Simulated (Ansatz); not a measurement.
# HO–B–P, doublet: vertical spin and charge gaps

Geometry (PBE0/def2-TZVP stationary point for this spin, not checked as a minimum):

```xyz
4

O     0.0000   -0.2535    0.9679
B     0.0000   -0.1797   -0.3427
P     0.0000   -0.1445   -2.0788
H     0.0000    0.5778    1.4535
```

Basis cc-pVDZ; Ansatz 0.2.0. Correlated methods freeze the noble-gas cores. Prefix R: restricted or restricted open-shell reference; prefix U: unrestricted.

Gaps are energies of the second state less the first, at fixed atoms, for a selection of the levels run; each method lands on the state that its own search finds for that charge and spin.

For open shells CISD is restricted-active-space CI with the open shells as a complete middle space. A value is left out where its run failed or describes another state than the reference as far as symmetry and spin tell, or, spin-broken singlets apart, can't be checked.

Q: PBE gives 8.518 eV for removing an electron, to the triplet. Estimate what UCCSDT(Q) gives in cc-pVDZ.

A: UCCSDT(Q) in cc-pVDZ gives 8.232 eV, so against it PBE is off by 0.286 eV, of which a good part can be the reference's own basis and frozen-core error.

```json
{"level": "RHF", "gap (eV)": "7.397", "error (meV)": "-835"}
{"level": "RMP2", "gap (eV)": "8.200", "error (meV)": "-32"}
{"level": "UCCSD(T)", "gap (eV)": "8.224", "error (meV)": "-8"}
{"level": "BCCD(T)", "gap (eV)": "8.223", "error (meV)": "-9"}
{"level": "RCCSDT", "gap (eV)": "8.226", "error (meV)": "-6"}
{"level": "UCCSDT", "gap (eV)": "8.226", "error (meV)": "-6"}
{"level": "r2SCAN", "gap (eV)": "8.573", "error (meV)": "341"}
{"level": "PBE0", "gap (eV)": "8.525", "error (meV)": "293"}
{"level": "wB97M-V", "gap (eV)": "8.427", "error (meV)": "195"}
{"level": "RPA-PBE", "gap (eV)": "8.400", "error (meV)": "168"}
```

Q: PBE gives 3.630 eV for quartet less doublet. Estimate what UCCSDT(Q) gives in cc-pVDZ.

A: UCCSDT(Q) in cc-pVDZ gives 3.728 eV, so against it PBE is off by -0.098 eV, of which a good part can be the reference's own basis and frozen-core error.

```csv
level,gap (eV),error (meV)
UHF,2.955,-773
RMP2,3.749,21
CISD,3.482,-246
RCCSD,3.629,-99
RCCSD(T),3.719,-9
UCCSD(T),3.718,-10
RCCSDT,3.720,-8
UCCSDT,3.720,-8
RCCSDT(Q),3.728,0
r2SCAN,3.605,-123
```

In so small a basis the reference is far from its limit while semilocal and hybrid functionals are nearer theirs (RPA and double hybrids share much of the reference's basis error), so the functionals' errors here hold much of the reference's basis and frozen-core error, which can add to them or hide them.

Full CI isn't at hand for all of this; UCCSDT(Q) serves as the reference, and is uncertain by about the last step of the cluster series. The frozen core follows each run's orbitals, which can shift R against U totals by a few meV.
